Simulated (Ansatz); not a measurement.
Input for Ansatz (an electronic-structure program): R-CCSD(T)/aug-cc-pV(T+d)Z on chloromethane (SMILES CCl), atoms moved off the minimum. Files ending in .json are basis or fitting sets from the Basis Set Exchange.

Ansatz 0.2 input:
```yaml
crystal:
  periodic: [false, false, false]
  atoms:
    - {symbol: C, position_ang: [-1.16921585, -0.10565463, -0.00014840]}
    - {symbol: Cl, position_ang: [0.57106958, 0.04470411, -0.05938333]}
    - {symbol: H, position_ang: [-1.47108709, -0.69347416, -0.90608338]}
    - {symbol: H, position_ang: [-1.37975043, -0.42105645, 0.87156193]}
    - {symbol: H, position_ang: [-1.51821577, 1.00020096, -0.18855228]}
basis:
  gaussian:
    orbitals: aug-cc-pV_T+d_Z.json
magnetization: {spin_polarized: false}
correlation: {method: ccsd_t, electrons: outside_noble_gas}
scf: {lower_state_search: off}
output: {forces: true}
```

Program output:

```
WARN ansatz: RAYON_NUM_THREADS=1 ignored (pool sized by the plan → 1); use --threads N
Functional definition: HF
these checks for a lower state are left out or cut short: starts, cluster_reference, orbital_swaps, neighbouring_geometries, increment
integrals: 0.51 GiB planned
958 factors; integrals over basis functions are off by at most 9.3e-4 eV
mean field: 0.35 GiB planned
mean field evaluation 1: about -13581.0875 eV, gradient 1.7e1 eV
mean field evaluation 2: about -13581.0882 eV, gradient 1.7e1 eV
mean field evaluation 4: about -13581.8756 eV, gradient 2.0e0 eV
mean field evaluation 8: about -13581.8891 eV, gradient 6.6e-5 eV
mean field -13581.88913068 eV, -499.1252194175 hartree, gradient 4.8e-6 eV, S^2 0.000000; 0 other end points of the search recorded, 0 dependent functions left out
6 core orbitals not correlated
reference -13581.88913068 eV, -499.1252194175 hartree; 7, 7 occupied and 157, 157 virtual orbitals, 958 factors
densities: 1.32 GiB planned
second order -10.38854322 eV of doubles, -0.00000000 eV of singles
coupled cluster: 1.34 GiB planned
cycle   1  -10.93143313 eV  change   -5.4e-1 eV  update   5.9e-2
cycle   2  -11.18265748 eV  change   -2.5e-1 eV  update   1.7e-2
cycle   3  -11.21699115 eV  change   -3.4e-2 eV  update   6.2e-3
cycle   4  -11.21513687 eV  change    1.9e-3 eV  update   1.4e-3
cycle   5  -11.21522164 eV  change   -8.5e-5 eV  update   4.2e-4
cycle   6  -11.21527888 eV  change   -5.7e-5 eV  update   1.2e-4
cycle   7  -11.21527759 eV  change    1.3e-6 eV  update   4.0e-5
cycle   8  -11.21528686 eV  change   -9.3e-6 eV  update   1.3e-5
cycle   9  -11.21528888 eV  change   -2.0e-6 eV  update   4.3e-6
perturbative correction -0.45093498 eV, -0.0165715547 hartree
the calculation of the forces begins
Total energy: -13593.55535454 eV, -499.5539452364 hartree
Atom 0 at    -1.169216    -0.105655    -0.000148 Å, force     0.566716     4.652515    -7.857467 eV/Å
Atom 1 at     0.571070     0.044704    -0.059383 Å, force     1.452516    -0.105115    -0.038469 eV/Å
Atom 2 at    -1.471087    -0.693474    -0.906083 Å, force    -0.036166     0.216407     1.273565 eV/Å
Atom 3 at    -1.379750    -0.421056     0.871562 Å, force    -2.120691    -2.553612     6.028745 eV/Å
Atom 4 at    -1.518216     1.000201    -0.188552 Å, force     0.137624    -2.210195     0.593625 eV/Å
Dipole moment:    -0.378072    -0.025802     0.005962 e Å
Checks for a lower state left out: starts, cluster_reference, orbital_swaps, neighbouring_geometries, increment
```

The run converged.

Cost: very roughly 80 core-seconds.
